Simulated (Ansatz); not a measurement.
## Nudged elastic band run: C$_{2}$H$_{6}$Cl

The input (input.yaml):

```yaml
crystal:
  periodic: [false, false, false]
  atoms:
    - { symbol: H, position_ang: [0.638333, -0.161404, -0.794717] }
    - { symbol: C, position_ang: [0.689701, 0.755555, -1.395719] }
    - { symbol: Cl, position_ang: [-0.340564, 1.990809, -0.638205] }
    - { symbol: C, position_ang: [-0.750123, -1.070282, 1.657482] }
    - { symbol: H, position_ang: [0.324725, 0.561765, -2.411784] }
    - { symbol: H, position_ang: [1.72154, 1.125904, -1.43219] }
    - { symbol: H, position_ang: [0.017063, -1.267657, 2.407463] }
    - { symbol: H, position_ang: [-0.875463, -0.063276, 1.253824] }
    - { symbol: H, position_ang: [-1.425412, -1.871414, 1.353845] }
magnetization:
  spin_polarized: true
  initial_magnetization: 1
basis:
  gaussian: { orbitals: def2-SVP }
hamiltonian:
  xc: pbe0
neb:
  order_check: false
  images: 1
  f_tol: 0.05
  max_iterations: 60
  climbing: true
  final_atoms:
    - { symbol: H, position_ang: [-0.5991099, 0.0185589, 0.98263718] }
    - { symbol: C, position_ang: [0.96016596, 1.07327009, -2.00596344] }
    - { symbol: Cl, position_ang: [0.10655117, 2.1709744, -1.03355636] }
    - { symbol: C, position_ang: [-0.69764238, -0.93462774, 1.51896602] }
    - { symbol: H, position_ang: [0.40767384, 0.53121541, -2.77343158] }
    - { symbol: H, position_ang: [2.01319947, 0.90248262, -1.78281981] }
    - { symbol: H, position_ang: [0.21550326, -1.12621765, 2.09834255] }
    - { symbol: H, position_ang: [-1.55832139, -0.88775317, 2.1997023] }
    - { symbol: H, position_ang: [-0.84822002, -1.74790286, 0.79612214] }
  initial_path:
    images:
      - { positions_ang: [[0.638333, -0.161404, -0.794717], [0.689701, 0.755555, -1.395719], [-0.340564, 1.990809, -0.638205], [-0.750123, -1.070282, 1.657482], [0.324725, 0.561765, -2.411784], [1.72154, 1.125904, -1.43219], [0.017063, -1.267657, 2.407463], [-0.875463, -0.063276, 1.253824], [-1.425412, -1.871414, 1.353845]] }
      - { positions_ang: [[0.01673435, -0.0713875, 0.00381804], [0.51451088, 0.65052708, -1.08433415], [0.01741106, 2.30693827, -0.92381009], [-0.47824629, -0.79842967, 1.08461763], [0.07626642, 0.19272832, -1.96131379], [1.59094236, 0.55756461, -1.02652913], [0.34693507, -0.88671486, 1.77153419], [-1.29350518, -0.21006563, 1.46828699], [-0.79124866, -1.74116062, 0.66772929]] }
      - { positions_ang: [[-0.5991099, 0.0185589, 0.98263718], [0.96016596, 1.07327009, -2.00596344], [0.10655117, 2.1709744, -1.03355636], [-0.69764238, -0.93462774, 1.51896602], [0.40767384, 0.53121541, -2.77343158], [2.01319947, 0.90248262, -1.78281981], [0.21550326, -1.12621765, 2.09834255], [-1.55832139, -0.88775317, 2.1997023], [-0.84822002, -1.74790286, 0.79612214]] }
```

Run as:

```bash
$ ansatz run input.yaml --threads 2 --pin off --max-ram 3072MiB --backend cpu --events-out ev --progress --plain --runs-dir out
```

Output, in part (warnings, iteration lines, the closing report on the highest movable image, with atoms numbered from 0):

```
NEB end point (image 0): max|allowed force component| = 2.060e-2 eV/Å (the criterion of neb.relax_end_points is 1.000e-2)
NEB end point (image 2): max|allowed force component| = 1.092e-2 eV/Å (the criterion of neb.relax_end_points is 1.000e-2)
NEB iter   1: max|band force component| = 1.139e0 eV/Å  barrier→ = 0.5440 eV  barrier← = 0.8113 eV  Δτ_max = 0.1992 Å  (82 SCF iters)
NEB iter   2: max|band force component| = 5.307e-1 eV/Å  barrier→ = 0.4891 eV  barrier← = 0.7564 eV  Δτ_max = 0.0907 Å  (30 SCF iters)
NEB iter   3: max|band force component| = 5.178e-1 eV/Å  barrier→ = 0.4532 eV  barrier← = 0.7205 eV  Δτ_max = 0.2000 Å  (31 SCF iters)
NEB iter   4: max|band force component| = 2.424e0 eV/Å  barrier→ = 0.3981 eV  barrier← = 0.6654 eV  Δτ_max = 0.0995 Å  (35 SCF iters)
NEB iter   5: max|band force component| = 9.875e-1 eV/Å  barrier→ = 0.2322 eV  barrier← = 0.4995 eV  Δτ_max = 0.0796 Å  (32 SCF iters)
NEB iter   6: max|band force component| = 9.346e-1 eV/Å  barrier→ = 0.1062 eV  barrier← = 0.3735 eV  Δτ_max = 0.1967 Å  (32 SCF iters)
NEB iter   7: max|band force component| = 1.294e0 eV/Å  barrier→ = 0.0000 eV  barrier← = 0.2673 eV  Δτ_max = 0.0990 Å  (35 SCF iters)
NEB iter   8: max|band force component| = 6.553e-1 eV/Å  barrier→ = 0.0000 eV  barrier← = 0.2673 eV  Δτ_max = 0.1788 Å  (30 SCF iters)
NEB iter   9: max|band force component| = 3.855e-1 eV/Å  barrier→ = -0.2242 eV  barrier← = 0.0431 eV  CI = image 1  Δτ_max = 0.1008 Å  (30 SCF iters)
NEB iter  10: max|band force component| = 3.404e-1 eV/Å  barrier→ = -0.2040 eV  barrier← = 0.0633 eV  CI = image 1  Δτ_max = 0.1965 Å  (30 SCF iters)
NEB iter  11: max|band force component| = 4.434e-1 eV/Å  barrier→ = -0.1607 eV  barrier← = 0.1066 eV  CI = image 1  Δτ_max = 0.1966 Å  (29 SCF iters)
NEB iter  12: max|band force component| = 4.328e-1 eV/Å  barrier→ = -0.1354 eV  barrier← = 0.1319 eV  CI = image 1  Δτ_max = 0.1973 Å  (29 SCF iters)
NEB iter  13: max|band force component| = 4.671e-1 eV/Å  barrier→ = -0.1335 eV  barrier← = 0.1338 eV  CI = image 1  Δτ_max = 0.2000 Å  (29 SCF iters)
NEB iter  14: max|band force component| = 5.446e-1 eV/Å  barrier→ = -0.1012 eV  barrier← = 0.1661 eV  CI = image 1  Δτ_max = 0.1973 Å  (30 SCF iters)
NEB iter  15: max|band force component| = 6.699e-1 eV/Å  barrier→ = -0.0036 eV  barrier← = 0.2637 eV  CI = image 1  Δτ_max = 0.2000 Å  (31 SCF iters)
NEB iter  16: max|band force component| = 7.865e-1 eV/Å  barrier→ = 0.0103 eV  barrier← = 0.2776 eV  CI = image 1  Δτ_max = 0.2000 Å  (30 SCF iters)
NEB iter  17: max|band force component| = 1.118e0 eV/Å  barrier→ = 0.1446 eV  barrier← = 0.4119 eV  CI = image 1  Δτ_max = 0.2000 Å  (30 SCF iters)
NEB iter  18: max|band force component| = 9.398e-1 eV/Å  barrier→ = 0.1826 eV  barrier← = 0.4498 eV  CI = image 1  Δτ_max = 0.2000 Å  (30 SCF iters)
NEB iter  19: max|band force component| = 1.045e0 eV/Å  barrier→ = 0.3968 eV  barrier← = 0.6641 eV  CI = image 1  Δτ_max = 0.1942 Å  (32 SCF iters)
NEB iter  20: max|band force component| = 1.018e0 eV/Å  barrier→ = 0.6948 eV  barrier← = 0.9621 eV  CI = image 1  Δτ_max = 0.2000 Å  (35 SCF iters)
NEB iter  21: max|band force component| = 2.033e0 eV/Å  barrier→ = 0.6701 eV  barrier← = 0.9374 eV  CI = image 1  Δτ_max = 0.1000 Å  (31 SCF iters)
NEB iter  22: max|band force component| = 9.676e-1 eV/Å  barrier→ = 0.5983 eV  barrier← = 0.8656 eV  CI = image 1  Δτ_max = 0.1955 Å  (32 SCF iters)
NEB iter  23: max|band force component| = 1.285e0 eV/Å  barrier→ = 0.6051 eV  barrier← = 0.8724 eV  CI = image 1  Δτ_max = 0.0984 Å  (31 SCF iters)
NEB iter  24: max|band force component| = 4.033e-1 eV/Å  barrier→ = 0.4621 eV  barrier← = 0.7294 eV  CI = image 1  Δτ_max = 0.1004 Å  (30 SCF iters)
NEB iter  25: max|band force component| = 2.230e-1 eV/Å  barrier→ = 0.4834 eV  barrier← = 0.7507 eV  CI = image 1  Δτ_max = 0.0516 Å  (31 SCF iters)
NEB iter  26: max|band force component| = 1.484e-1 eV/Å  barrier→ = 0.4869 eV  barrier← = 0.7541 eV  CI = image 1  Δτ_max = 0.0256 Å  (30 SCF iters)
NEB iter  27: max|band force component| = 9.287e-2 eV/Å  barrier→ = 0.4853 eV  barrier← = 0.7526 eV  CI = image 1  Δτ_max = 0.0500 Å  (31 SCF iters)
NEB iter  28: max|band force component| = 1.811e-2 eV/Å  barrier→ = 0.4835 eV  barrier← = 0.7508 eV  CI = image 1  Δτ_max = 0.0000 Å  (60 SCF iters)
Total energy: -14679.65284600 eV, -539.4672918643 hartree
Atom 0 at     0.052915    -0.091514    -0.029558 Å, force     0.005474     0.013503    -0.014272 eV/Å
Atom 1 at     0.479553     0.609072    -1.049895 Å, force    -0.009176    -0.019174     0.017875 eV/Å
Atom 2 at    -0.160650     2.229881    -0.903984 Å, force    -0.003364     0.013045    -0.001819 eV/Å
Atom 3 at    -0.436292    -0.772107     1.068140 Å, force     0.007724    -0.004523     0.006488 eV/Å
Atom 4 at     0.094740     0.106768    -1.945741 Å, force     0.003365    -0.000137    -0.001942 eV/Å
Atom 5 at     1.574498     0.605270    -0.987519 Å, force     0.001902    -0.004269    -0.001265 eV/Å
Atom 6 at     0.438560    -0.950256     1.703077 Å, force     0.000391     0.001061    -0.001888 eV/Å
Atom 7 at    -1.152637    -0.053751     1.481196 Å, force    -0.004372    -0.001535    -0.000507 eV/Å
Atom 8 at    -0.890887    -1.683363     0.664283 Å, force    -0.001944     0.002029    -0.002670 eV/Å
Dipole moment:     0.111045    -0.304746    -0.013420 e Å
```

The run converged. Another band between the same ends (5 images) ends at a top of the same energy, where a vibrational analysis finds 1 clearly imaginary mode. So few images can step over the top or miss a turn of the path.

Final band (atoms are numbered from 1 in the order of the input):

| image | path coordinate (Å) | energy (kJ/mol) | H1–C2 (Å) | H1–C4 (Å) |
| --- | --- | --- | --- | --- |
| 0 | 0.00 | 0.0 | 1.10 | 2.96 |
| 1 | 2.12 | 46.6 | 1.31 | 1.38 |
| 2 | 4.70 | -25.8 | 3.53 | 1.10 |

Run time: 42 s on 2 threads of AMD EPYC 7R43 64-Core Processor (Zen 3), with other jobs on the host, peak memory 0.22 GiB.
